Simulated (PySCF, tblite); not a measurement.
# CH3N: fragmentation of the cation, part 3 of 3

tblite 0.8.0 and PySCF 2.14.0. Atoms count from 0. The steps go on from the part before.

### 32 Single point (CH₂N+, multiplicity 1): BLYP-D3(BJ)/aug-cc-pVTZ

Geometry: GFN2-xTB.

What the job is given:

```
{"job": {"kind": "sp", "xc": "BLYP", "basis": "aug-cc-pVTZ", "d3": "d3bj", "grid": 3}, "charge": 1, "multiplicity": 1}
C     -0.256928    -0.077740    -0.026911
N      0.822950    -0.493906    -0.061010
H     -1.303893    -0.494863    -0.048229
H     -0.750880     0.933136     0.043040
```

Output:

```text
coarse grid: 3392 points
cycle   1  E = -93.5832224643  dE =  5.496e-01  |g| = 2.142e-01  |ddm| = 4.490e+00
cycle   2  E = -93.5798428548  dE =  3.380e-03  |g| = 2.430e-01  |ddm| = 1.000e+00
cycle   3  E = -93.5761769307  dE =  3.666e-03  |g| = 3.236e-01  |ddm| = 8.287e-01
cycle   4  E = -93.5987118013  dE = -2.253e-02  |g| = 2.387e-02  |ddm| = 3.881e-01
cycle   5  E = -93.5988501582  dE = -1.384e-04  |g| = 1.188e-02  |ddm| = 5.227e-02
cycle   6  E = -93.5988819401  dE = -3.178e-05  |g| = 1.048e-03  |ddm| = 1.849e-02
cycle   7  E = -93.5988822034  dE = -2.633e-07  |g| = 7.880e-05  |ddm| = 1.621e-03
final grid: 47640 points
cycle   8  E = -93.6009587733  dE = -1.852e-05  |g| = 2.434e-03  |ddm| = 1.055e-01
cycle   9  E = -93.6009585478  dE =  2.255e-07  |g| = 2.516e-03  |ddm| = 9.272e-03
cycle  10  E = -93.6009593794  dE = -8.315e-07  |g| = 1.654e-03  |ddm| = 5.445e-03
cycle  11  E = -93.6009599348  dE = -5.555e-07  |g| = 4.277e-04  |ddm| = 2.633e-03
cycle  12  E = -93.6009599853  dE = -5.049e-08  |g| = 4.328e-05  |ddm| = 7.840e-04
cycle  13  E = -93.6009599859  dE = -5.500e-10  |g| = 5.127e-06  |ddm| = 8.424e-05
converged SCF energy = -93.6009599859
```

It took 2.7 s on 1 thread of Arm Neoverse V1, shared host.

### 33 Single point (CHN+ (doublet), C#[N+]): BLYP-D3(BJ)/aug-cc-pVTZ

Geometry: GFN2-xTB.

What the job is given:

```
{"job": {"kind": "sp", "xc": "BLYP", "basis": "aug-cc-pVTZ", "d3": "d3bj", "grid": 3}, "charge": 1, "multiplicity": 2}
C     -0.085783     0.180965    -0.001719
N      0.649575    -0.666800    -0.076898
H     -0.811098     1.017747     0.072480
```

Output:

```text
coarse grid: 2768 points
cycle   1  E = -92.9083358969  dE =  6.531e-01  |g| = 1.842e-01  |ddm| = 3.006e+00
cycle   2  E = -92.7318603384  dE =  1.765e-01  |g| = 6.666e-01  |ddm| = 1.838e+00
cycle   3  E = -92.9030916613  dE = -1.712e-01  |g| = 2.429e-01  |ddm| = 5.718e-01
cycle   4  E = -92.9273799344  dE = -2.429e-02  |g| = 1.121e-01  |ddm| = 9.865e-01
cycle   5  E = -92.9332764950  dE = -5.897e-03  |g| = 4.348e-02  |ddm| = 4.074e-01
cycle   6  E = -92.9330560342  dE =  2.205e-04  |g| = 4.810e-02  |ddm| = 2.079e-01
cycle   7  E = -92.9342451308  dE = -1.189e-03  |g| = 8.826e-03  |ddm| = 1.737e-01
cycle   8  E = -92.9342839303  dE = -3.880e-05  |g| = 1.801e-03  |ddm| = 1.457e-02
cycle   9  E = -92.9342854736  dE = -1.543e-06  |g| = 1.415e-03  |ddm| = 4.609e-03
final grid: 37832 points
cycle  10  E = -92.9363461106  dE = -2.624e-06  |g| = 5.710e-03  |ddm| = 7.545e-02
cycle  11  E = -92.9360035427  dE =  3.426e-04  |g| = 2.778e-02  |ddm| = 7.918e-02
cycle  12  E = -92.9363617623  dE = -3.582e-04  |g| = 9.066e-04  |ddm| = 6.334e-02
cycle  13  E = -92.9363620236  dE = -2.613e-07  |g| = 6.144e-04  |ddm| = 2.430e-03
cycle  14  E = -92.9363620866  dE = -6.298e-08  |g| = 4.956e-04  |ddm| = 2.432e-04
cycle  15  E = -92.9363621830  dE = -9.646e-08  |g| = 2.860e-04  |ddm| = 1.402e-03
cycle  16  E = -92.9363622200  dE = -3.692e-08  |g| = 8.665e-05  |ddm| = 7.619e-04
cycle  17  E = -92.9363622232  dE = -3.252e-09  |g| = 2.680e-05  |ddm| = 2.173e-04
converged SCF energy = -92.9363622232
```

Wall time 3.2 s (1 thread of Arm Neoverse V1, shared host).

### 34 Single point (H₂): BLYP-D3(BJ)/aug-cc-pVTZ

Geometry: GFN2-xTB.

What the job is given:

```
{"job": {"kind": "sp", "xc": "BLYP", "basis": "aug-cc-pVTZ", "d3": "d3bj", "grid": 3}, "charge": 0, "multiplicity": 1}
H      0.017049    -0.006559    -0.027148
H     -0.011535     0.009095     0.748851
```

Output:

```text
coarse grid: 1240 points
cycle   1  E = -1.1671856695  dE = -2.006e-01  |g| = 5.534e-02  |ddm| = 2.348e+00
cycle   2  E = -1.1682722410  dE = -1.087e-03  |g| = 2.082e-02  |ddm| = 4.035e-01
cycle   3  E = -1.1684586348  dE = -1.864e-04  |g| = 3.144e-04  |ddm| = 9.341e-02
cycle   4  E = -1.1684586678  dE = -3.294e-08  |g| = 6.246e-06  |ddm| = 2.085e-03
final grid: 19616 points
cycle   5  E = -1.1692727951  dE = -7.638e-06  |g| = 7.079e-04  |ddm| = 1.534e-02
cycle   6  E = -1.1692729549  dE = -1.597e-07  |g| = 2.440e-04  |ddm| = 5.304e-03
cycle   7  E = -1.1692729801  dE = -2.524e-08  |g| = 1.335e-05  |ddm| = 1.108e-03
cycle   8  E = -1.1692729802  dE = -6.750e-11  |g| = 8.603e-08  |ddm| = 7.908e-05
converged SCF energy = -1.1692729802
```

Wall time 0.19 s (1 thread of Arm Neoverse V1, shared host).

### 35 Single point (CHN+ (doublet), [C]#[NH+]): BLYP-D3(BJ)/aug-cc-pVTZ

Geometry: GFN2-xTB.

What the job is given:

```
{"job": {"kind": "sp", "xc": "BLYP", "basis": "aug-cc-pVTZ", "d3": "d3bj", "grid": 3}, "charge": 1, "multiplicity": 2}
C     -0.460263    -0.206855    -0.037900
N      0.666510    -0.123487    -0.020600
H      1.704378    -0.046888    -0.004686
```

Output:

```text
coarse grid: 2768 points
cycle   1  E = -92.9382650160  dE =  6.516e-01  |g| = 2.768e-01  |ddm| = 3.097e+00
cycle   2  E = -92.7194810814  dE =  2.188e-01  |g| = 7.767e-01  |ddm| = 1.382e+00
cycle   3  E = -92.9736870223  dE = -2.542e-01  |g| = 1.087e-01  |ddm| = 1.013e+00
cycle   4  E = -92.9785254175  dE = -4.838e-03  |g| = 9.363e-03  |ddm| = 1.256e-01
cycle   5  E = -92.9785868605  dE = -6.144e-05  |g| = 6.053e-03  |ddm| = 3.363e-02
cycle   6  E = -92.9786142918  dE = -2.743e-05  |g| = 1.852e-03  |ddm| = 1.380e-02
cycle   7  E = -92.9786205360  dE = -6.244e-06  |g| = 6.213e-04  |ddm| = 9.385e-03
final grid: 37832 points
cycle   8  E = -92.9795094933  dE = -1.479e-05  |g| = 4.105e-03  |ddm| = 3.413e-02
cycle   9  E = -92.9794584272  dE =  5.107e-05  |g| = 1.189e-02  |ddm| = 1.710e-02
cycle  10  E = -92.9795152293  dE = -5.680e-05  |g| = 1.182e-03  |ddm| = 1.401e-02
cycle  11  E = -92.9795159332  dE = -7.039e-07  |g| = 1.267e-04  |ddm| = 2.206e-03
cycle  12  E = -92.9795159410  dE = -7.792e-09  |g| = 1.447e-05  |ddm| = 2.026e-04
converged SCF energy = -92.9795159410
```

It took 2.3 s on 1 thread of Arm Neoverse V1, shared host.

### 36 Fragmentation of the cation: BLYP-D3(BJ)/aug-cc-pVTZ

This step combines the energies above: geometries from GFN2-xTB, zero-point and thermal terms from GFN2-xTB.

What the job is given:

```
{"job": {"kind": "ms", "cap": 8, "level": {"xc": "BLYP", "basis": "aug-cc-pVTZ", "d3": "d3bj", "grid": 3}}, "charge": 0, "multiplicity": 1}
C     -0.390347    -0.008436    -0.009543
N      0.751548    -0.512342    -0.041569
H     -1.238951    -0.679906    -0.066372
H     -0.631469     1.057766     0.070082
H      1.526463     0.148623     0.013032
```

Output (the driver's rows laid out field by field):

```text
fragmentation thresholds of the radical cation, BLYP-D3(BJ)/aug-cc-pVTZ // GFN2-xTB

row 1
  mz                      28
  route                   bond cut
  ion                     formula CH2N, charge 1, multiplicity 1, smiles C#[NH+], kept yes, pieces 1, point_group Cinfv
  lost                    formula H, charge 0, multiplicity 2, smiles [H], kept yes, pieces 1
  threshold_ev            11.0322
  electronic_ev           11.3582
  enthalpy                1070.35

row 2
  mz                      28
  route                   bond cut
  ion                     formula CH2N, charge 1, multiplicity 1, kept yes, pieces 1, point_group C2v, triplet_less_singlet_ev 2.0902
  lost                    formula H, charge 0, multiplicity 2, smiles [H], kept yes, pieces 1
  threshold_ev            14.2016
  electronic_ev           14.6776
  enthalpy                1377.32

row 3
  mz                      27
  route                   H2 lost
  ion                     formula CHN, charge 1, multiplicity 2, smiles C#[N+], kept yes, pieces 1, point_group Cinfv
  lost                    formula H2, charge 0, multiplicity 1, smiles [H][H], kept yes, pieces 1, point_group Dinfh
  threshold_ev            14.0698
  electronic_ev           14.4888
  enthalpy                1365.45

row 4
  mz                      27
  route                   H2 lost
  ion                     formula CHN, charge 1, multiplicity 2, smiles [C]#[NH+], kept yes, pieces 1, point_group Cinfv
  lost                    formula H2, charge 0, multiplicity 1, smiles [H][H], kept yes, pieces 1, point_group Dinfh
  threshold_ev            12.9087
  electronic_ev           13.3146
  enthalpy                1253.52
```

It took 34 s on 1 thread of Arm Neoverse V1, shared host.

Key values:

```
            quantity     value
 vertical ionisation  10.25 eV
adiabatic ionisation   9.67 eV
```

Thresholds above the neutral molecule, for the routes that were computed (an m/z can be reached lower by another route):

| m/z | ion | lost | route | eV |
| --- | --- | --- | --- | --- |
| 28 | C#[NH+] | [H] | bond cut | 11.03 |
| 27 | [C]#[NH+] | [H][H] | H2 lost | 12.91 |
| 27 | C#[N+] | [H][H] | H2 lost | 14.07 |
| 28 | CH2N | [H] | bond cut | 14.20 |

### 37 Outcome

What follows sums up all 3 parts.

| quantity | value |
| --- | --- |
| strongest single infrared mode (GFN2-xTB) | 2868 cm⁻¹, 128 km/mol |
| zero-point energy (GFN2-xTB) | 24.1 kcal/mol |
| vertical ionisation (step 25, M06-2X/def2-TZVP) | 10.53 eV |
| adiabatic ionisation (step 25, M06-2X/def2-TZVP) | 9.92 eV |
| lowest fragment | m/z 28 at 11.07 eV |
| vertical ionisation (step 36, BLYP-D3(BJ)/aug-cc-pVTZ) | 10.25 eV |
| adiabatic ionisation (step 36, BLYP-D3(BJ)/aug-cc-pVTZ) | 9.67 eV |
| lowest fragment | m/z 28 at 11.03 eV |

In words: No mode is imaginary among the 9: a minimum at this level. The strongest single mode, at 2868 cm⁻¹, moves mainly H3. GFN2-xTB is a fitted tight-binding method: band positions and strengths are rough. Its intensities can rank the bands wrongly. At M06-2X/def2-TZVP the lowest of the channels listed gives m/z 28; these are thermochemical thresholds for the fragments as drawn, without barriers or kinetic shifts, and lower isomers or channels can be missing. At BLYP-D3(BJ)/aug-cc-pVTZ the lowest of the channels listed gives m/z 28; these are thermochemical thresholds for the fragments as drawn, without barriers or kinetic shifts, and lower isomers or channels can be missing.
